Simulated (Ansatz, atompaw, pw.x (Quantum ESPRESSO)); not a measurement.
# pw.x on fcc W: one setting changed

Potential: PAW, atompaw 4.2.0.5, PBEsol; core [Kr] 4d10 4f14, reference 5s2 5p6 5d4 6s1 6p1; waves: 5s (bound): rc 1.40 bohr; 6s (bound): rc 2.30 bohr; 5p (bound): rc 1.60 bohr; 6p (bound): rc 2.30 bohr; 5d (bound): rc 2.30 bohr; 5d channel at 1.3 Ry: rc 2.30 bohr; local part: bessel scheme, radius 1.85 bohr; core correction: smooth core density matched at 1.40 bohr; augmentation: gaussian compensation charge, radius 2.20 bohr; PAW radius 2.30 bohr; waves and projectors: custom polynom vanderbiltortho.

The reference run (k-mesh 14³, cutoffs 60/600 Ry, Fermi–Dirac 0.01 Ry, mixing_beta 0.4, conv_thr 1e-9, no spin) gives -0.46 GPa at 15.995 Å³/atom, where all-electron LAPW gives 0.14 GPa. This run, with its own iteration cap, changes nbnd to 19.

```
&control
  calculation='scf', prefix='x', pseudo_dir='./', outdir='./tmp', tstress=.true., disk_io='none'
/
&system
  ibrav=0, nat=1, ntyp=1, ecutwfc=60, ecutrho=600, nbnd=19,
  occupations='smearing', smearing='fd', degauss=0.01
/
&electrons
  conv_thr=1e-09, mixing_beta=0.4, electron_maxstep=60
/
ATOMIC_SPECIES
W 1.0 W.UPF
CELL_PARAMETERS angstrom
  0.00000000 1.99979164 1.99979164
  1.99979164 0.00000000 1.99979164
  1.99979164 1.99979164 0.00000000
ATOMIC_POSITIONS crystal
W 0.0000 0.0000 0.0000
K_POINTS automatic
14 14 14 0 0 0
```

```bash
pw.x < W.scf.in > W.scf.out
```

Problem. How does the run end?

Solution. It converges in 8 iterations; the free energy moves by +0.0 meV/atom and the pressure by +0.00 GPa. The result is that of the reference run.

```
Message from routine setup:
     using ibrav=0 with symmetry is DISCOURAGED, use correct ibrav instead
     lattice parameter (alat)  =       5.3444  a.u.
     unit-cell volume          =     107.9396 (a.u.)^3
     number of electrons       =        14.00
     number of Kohn-Sham states=           19
     kinetic-energy cutoff     =      60.0000  Ry
     charge density cutoff     =     600.0000  Ry
     scf convergence threshold =      1.0E-09
     Exchange-correlation= SLA PW PSX PSC
     number of k points=   104  Fermi-Dirac smearing, width (Ry)=  0.0100
     iteration #  1     ecut=    60.00 Ry     beta= 0.40
     total energy              =    -750.78079996 Ry
     estimated scf accuracy    <       0.09188454 Ry
     iteration #  2     ecut=    60.00 Ry     beta= 0.40
     total energy              =    -750.78264914 Ry
     estimated scf accuracy    <       0.01032161 Ry
     iteration #  3     ecut=    60.00 Ry     beta= 0.40
     total energy              =    -750.78376577 Ry
     estimated scf accuracy    <       0.00070080 Ry
     [... 2 iterations left out ...]
     iteration #  6     ecut=    60.00 Ry     beta= 0.40
     total energy              =    -750.78381774 Ry
     estimated scf accuracy    <       0.00000015 Ry
     iteration #  7     ecut=    60.00 Ry     beta= 0.40
     total energy              =    -750.78381773 Ry
     estimated scf accuracy    <       0.00000002 Ry
     iteration #  8     ecut=    60.00 Ry     beta= 0.40
     the Fermi energy is    21.2624 ev
!    total energy              =    -750.78381774 Ry
     estimated scf accuracy    <          1.7E-10 Ry
     smearing contrib. (-TS)   =      -0.00511193 Ry
     The total energy is F=E-TS. E is the sum of the following terms:
     one-electron contribution =     -11.03192380 Ry
     hartree contribution      =      18.12807800 Ry
     xc contribution           =     -21.12618654 Ry
     ewald contribution        =    -118.89640834 Ry
     one-center paw contrib.   =    -617.85226512 Ry
     convergence has been achieved in   8 iterations
          total   stress  (Ry/bohr**3)                   (kbar)     P=       -4.57
     Message from routine punch:
     Nothing written, as per user request (disk_io='none')
```

The run took about 30 s on one core of a shared host (Intel(R) Xeon(R) Platinum 8488C, 96 threads, 744 GiB, load 71).
